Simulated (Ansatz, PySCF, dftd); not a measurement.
System: C2H5O, charge 0, doublet. C2H5O (SMILES CO[CH2], doublet).
B3LYP-D3(BJ)/def2-TZVP minimum from Ansatz (a first-principles code):
```
O
C 1 1.3519
H 2 1.0790 1 114.02
H 2 1.0842 3 121.78 1 -153.23
C 1 1.4201 2 115.23 3 -176.73
H 5 1.0876 1 107.01 2 177.56
H 5 1.0936 6 109.69 1 -120.06
H 5 1.0948 6 109.52 7 -119.96
```
Charge 0, spin multiplicity 2.

Property: enthalpy of formation at 298 K (by atomisation, with ideal-gas terms from PySCF's Hessian at B3LYP-D3(BJ)/def2-TZVP and the atoms' measured values of the G2/97 table; no spin-orbit terms), in kJ/mol. Open shells are spin-unrestricted; no spin-orbit coupling. Correlated methods leave the cores frozen. Rows without X2C or -DK are non-relativistic. CBS(X,Y): correlation extrapolated as X^-3, Hartree-Fock from the larger set. A bracket is a step between two methods taken in the basis named. The functionals are non-relativistic, so their misses hold any scalar relativity. Double hybrids freeze cores in their MP2 part. '+ core + X2C': CCSD(T) terms for core correlation (cc-pwCVTZ) and scalar relativity (cc-pVTZ-DK). For partners of very few electrons the exact lower level stands in for a higher one.

```json
[
 {"level": "r2SCAN/def2-TZVPD", "program": "Ansatz", "enthalpy of formation at 298 K (kJ/mol)": "-15.1", "difference against the last row": "-11.9"},
 {"level": "B3LYP/def2-TZVPD", "program": "Ansatz", "enthalpy of formation at 298 K (kJ/mol)": "3.1", "difference against the last row": "6.3"},
 {"level": "PBE0-D3(BJ)/def2-TZVPD", "program": "Ansatz + dftd3", "enthalpy of formation at 298 K (kJ/mol)": "-14.5", "difference against the last row": "-11.3"},
 {"level": "PBE0/def2-TZVPD", "program": "Ansatz", "enthalpy of formation at 298 K (kJ/mol)": "-6.8", "difference against the last row": "-3.6"},
 {"level": "wB97X-V/def2-TZVPD", "program": "Ansatz", "enthalpy of formation at 298 K (kJ/mol)": "-3.0", "difference against the last row": "0.2"},
 {"level": "B2GP-PLYP/def2-TZVPD", "program": "Ansatz", "enthalpy of formation at 298 K (kJ/mol)": "43.6", "difference against the last row": "46.8"},
 {"level": "MP2/cc-pVTZ", "program": "Ansatz", "enthalpy of formation at 298 K (kJ/mol)": "44.3", "difference against the last row": "47.5"},
 {"level": "CCSD/aug-cc-pVTZ", "program": "Ansatz", "enthalpy of formation at 298 K (kJ/mol)": "98.8", "difference against the last row": "102.0"},
 {"level": "CCSD/cc-pVQZ", "program": "Ansatz", "enthalpy of formation at 298 K (kJ/mol)": "74.8", "difference against the last row": "78.0"},
 {"level": "CCSD(T)/aug-cc-pVDZ", "program": "Ansatz", "enthalpy of formation at 298 K (kJ/mol)": "193.9", "difference against the last row": "197.1"},
 {"level": "CCSD(T)/cc-pVQZ", "program": "Ansatz", "enthalpy of formation at 298 K (kJ/mol)": "33.4", "difference against the last row": "36.6"},
 {"level": "CCSDT(Q)/cc-pVDZ", "program": "Ansatz", "enthalpy of formation at 298 K (kJ/mol)": "224.4", "difference against the last row": "227.6"},
 {"level": "CCSD(T)/CBS(cc-pVTZ,cc-pVQZ) + [CCSDT(Q) - CCSD(T)]/cc-pVDZ + core + X2C", "program": "Ansatz", "enthalpy of formation at 298 K (kJ/mol)": "-3.2", "difference against the last row": "0.0"}
]
```
